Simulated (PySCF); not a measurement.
Bond dissociation energies of ammonia

System: ammonia, `N` (NH3). Numbering: `[NH3:1]`

Level of theory: PBE0-D3(BJ)/def2-TZVP single points in PySCF, grid level 2; every species was optimised with PBE0-D3(BJ)/def2-SVP. Zero-point and thermal terms (298.15 K, 1 bar) come from unscaled PBE0-D3(BJ)/def2-SVP harmonic frequencies, with soft modes damped to free rotors in the entropy.

```csv
bond,r / Å,radicals,BDE(298 K) / kJ/mol,BDFE / kJ/mol,D₀ / kJ/mol,Dₑ / kJ/mol
N1–H,1.020,NH2• + H•,432,397,426,466
```

Homolysis to relaxed radicals in the gas phase.

Run with `OMP_NUM_THREADS=1 python redox_run.py task.json out` on 1 thread of Intel Xeon Platinum 8559C, a shared host. Structures, frequencies and single points: 5.9 s of wall time.

---

# How strong are the bonds of hydrogen chloride?

System: hydrogen chloride, `Cl` (HCl). Non-hydrogen atoms are numbered in `[ClH:1]`.

Level of theory: M06-2X/def2-TZVP single points in PySCF, grid level 3; every species was optimised with PBE0-D3(BJ)/def2-SVP. Thermal corrections: PBE0-D3(BJ)/def2-SVP frequencies, unscaled, ideal gas at 298.15 K and 1 bar, quasi-RRHO entropy.

```csv
bond,r / Å,radicals,BDE(298 K) / kJ/mol,BDFE / kJ/mol,D₀ / kJ/mol,Dₑ / kJ/mol
Cl1–H,1.285,Cl• + H•,425,396,421,439
```

Homolysis to relaxed radicals in the gas phase.

Against the Active Thermochemical Tables (version 1.112): Cl1–H 431 (computed 425, error -6) kJ/mol.

Note: spin-orbit coupling is left out of the energies, which matters for open shells on the heavier atoms.

Structures, frequencies and single points took 1.9 s of wall time on 1 thread of AMD EPYC 9R45 96-Core (shared host), launched as `OMP_NUM_THREADS=1 python redox_run.py task.json out`.

---

# Protonation sites of methyleneamidogen anion

Molecule: methyleneamidogen anion, `C=[N-]` ([CH2N]-). Non-hydrogen atoms are numbered in `[CH2:1]=[N-:2]`.

Energies: PBE0-D3(BJ)/ma-def2-TZVP (PySCF, density fitting, integration grid level 2) on PBE0-D3(BJ)/ma-def2-SVP structures. The prefix ma- adds one diffuse s and one diffuse p function on all atoms but H. Thermal corrections: PBE0-D3(BJ)/ma-def2-SVP frequencies, unscaled, ideal gas at 298.15 K and 1 bar, quasi-RRHO entropy.

| site | product | PA / kcal/mol | GB / kcal/mol |
| --- | --- | --- | --- |
| N2 (nitrogen) | `C=N` | 389.3 | 382.2 |

PA is −ΔH and GB is −ΔG of B + H⁺ → BH⁺ in the gas phase.

Against the Active Thermochemical Tables (version 1.112): N2 1631 (computed 1629, error -2) kJ/mol.
